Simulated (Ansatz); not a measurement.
Ansatz (an electronic-structure program) input (HF/6-31G*):

Ansatz 0.2 input:
```yaml
crystal:
  periodic: [false, false, false]
  atoms:
    - {symbol: C, position_ang: [1.52399082, 0.64641529, -0.00531841]}
    - {symbol: C, position_ang: [0.00641875, 0.75859448, 0.00504775]}
    - {symbol: S, position_ang: [-0.88739644, -0.80741437, 0.00020570]}
    - {symbol: H, position_ang: [-0.35075465, 1.31075033, 0.88086873]}
    - {symbol: H, position_ang: [-0.36177463, 1.32241875, -0.85869246]}
    - {symbol: H, position_ang: [1.98165574, 1.63922735, -0.00155821]}
    - {symbol: H, position_ang: [1.87896306, 0.10217541, 0.87023868]}
    - {symbol: H, position_ang: [1.86779611, 0.11399946, -0.89252405]}
basis:
  gaussian:
    orbitals: 6-31G*
hamiltonian:
  xc: {name: HF}
magnetization: {spin_polarized: true, initial_magnetization: 1}
relax: {f_tol: 0.003, max_steps: 120}
```

From the last part of the output:

```
674 factors; integrals over basis functions are off by at most 3.9e-4 eV
mean field: 0.18 GiB planned
mean field -12956.35838016 eV, -476.1373883358 hartree, gradient 6.0e-6 eV, S^2 0.758336; 0 other end points of the search recorded, 0 dependent functions left out
the calculation of the forces begins
reference -12956.35838016 eV, -476.1373883358 hartree; 17, 16 occupied and 42, 43 virtual orbitals, 674 factors
relax step   2: F+E_penalty+E_count = -12956.35838016 eV  Δ(F+E_penalty+E_count) = -8.477e-3 eV  max|allowed force component| = 2.328e-1 eV/Å  Δτ_max = 0.0105 Å  (47 SCF iters, accepted)
these checks for a lower state are left out or cut short: starts, cluster_reference, orbital_swaps, neighbouring_geometries, increment
integrals: 0.01 GiB planned
674 factors; integrals over basis functions are off by at most 3.9e-4 eV
mean field: 0.18 GiB planned
mean field evaluation 96: about -12956.2983 eV, gradient 3.1e-1 eV
mean field -12956.35932544 eV, -476.1374230740 hartree, gradient 6.3e-6 eV, S^2 0.758330; 0 other end points of the search recorded, 0 dependent functions left out
the calculation of the forces begins
reference -12956.35932544 eV, -476.1374230740 hartree; 17, 16 occupied and 42, 43 virtual orbitals, 674 factors
relax step   3: F+E_penalty+E_count = -12956.35932544 eV  Δ(F+E_penalty+E_count) = -9.453e-4 eV  max|allowed force component| = 4.760e-2 eV/Å  Δτ_max = 0.0072 Å  (45 SCF iters, accepted)
these checks for a lower state are left out or cut short: starts, cluster_reference, orbital_swaps, neighbouring_geometries, increment
integrals: 0.01 GiB planned
674 factors; integrals over basis functions are off by at most 3.9e-4 eV
mean field: 0.18 GiB planned
mean field -12956.35939542 eV, -476.1374256458 hartree, gradient 3.3e-6 eV, S^2 0.758330; 0 other end points of the search recorded, 0 dependent functions left out
the calculation of the forces begins
reference -12956.35939542 eV, -476.1374256458 hartree; 17, 16 occupied and 42, 43 virtual orbitals, 674 factors
relax step   4: F+E_penalty+E_count = -12956.35939542 eV  Δ(F+E_penalty+E_count) = -6.998e-5 eV  max|allowed force component| = 1.253e-2 eV/Å  Δτ_max = 0.0020 Å  (42 SCF iters, accepted)
these checks for a lower state are left out or cut short: starts, cluster_reference, orbital_swaps, neighbouring_geometries, increment
integrals: 0.01 GiB planned
674 factors; integrals over basis functions are off by at most 3.9e-4 eV
mean field: 0.18 GiB planned
mean field -12956.35939974 eV, -476.1374258048 hartree, gradient 4.4e-6 eV, S^2 0.758330; 0 other end points of the search recorded, 0 dependent functions left out
the calculation of the forces begins
reference -12956.35939974 eV, -476.1374258048 hartree; 17, 16 occupied and 42, 43 virtual orbitals, 674 factors
relax step   5: F+E_penalty+E_count = -12956.35939974 eV  Δ(F+E_penalty+E_count) = -4.324e-6 eV  max|allowed force component| = 1.291e-3 eV/Å  Δτ_max = 0.0004 Å  (38 SCF iters, accepted)
integrals: 0.01 GiB planned
674 factors; integrals over basis functions are off by at most 3.9e-4 eV
mean field: 0.18 GiB planned
mean field evaluation 128: about -12954.6600 eV, gradient 1.5e1 eV
mean field evaluation 160: about -12956.3073 eV, gradient 5.0e-2 eV
mean field evaluation 192: about -12956.3090 eV, gradient 5.4e-1 eV
mean field -12956.35939974 eV, -476.1374258048 hartree, gradient 4.4e-6 eV, S^2 0.758330; 4 other end points of the search recorded, 0 dependent functions left out
the calculation of the forces begins
reference -12956.35939974 eV, -476.1374258048 hartree; 17, 16 occupied and 42, 43 virtual orbitals, 674 factors
Total energy: -12956.35939974 eV, -476.1374258048 hartree
Atom 0 at     1.521267     0.645605    -0.005307 Å, force    -0.000896    -0.000266     0.000004 eV/Å
Atom 1 at     0.001576     0.767153     0.005136 Å, force     0.000333     0.000791     0.000003 eV/Å
Atom 2 at    -0.885662    -0.816966     0.000131 Å, force     0.000611     0.001291     0.000005 eV/Å
Atom 3 at    -0.340497     1.311084     0.879191 Å, force    -0.000029    -0.000976    -0.000642 eV/Å
Atom 4 at    -0.351497     1.322731    -0.857141 Å, force    -0.000021    -0.000985     0.000630 eV/Å
Atom 5 at     1.974972     1.632754    -0.001559 Å, force     0.000148    -0.000602    -0.000005 eV/Å
Atom 6 at     1.874925     0.106021     0.865760 Å, force    -0.000076     0.000377    -0.000469 eV/Å
Atom 7 at     1.863815     0.117785    -0.887943 Å, force    -0.000070     0.000370     0.000475 eV/Å
Dipole moment:     0.196262     0.329200     0.000965 e Å
```
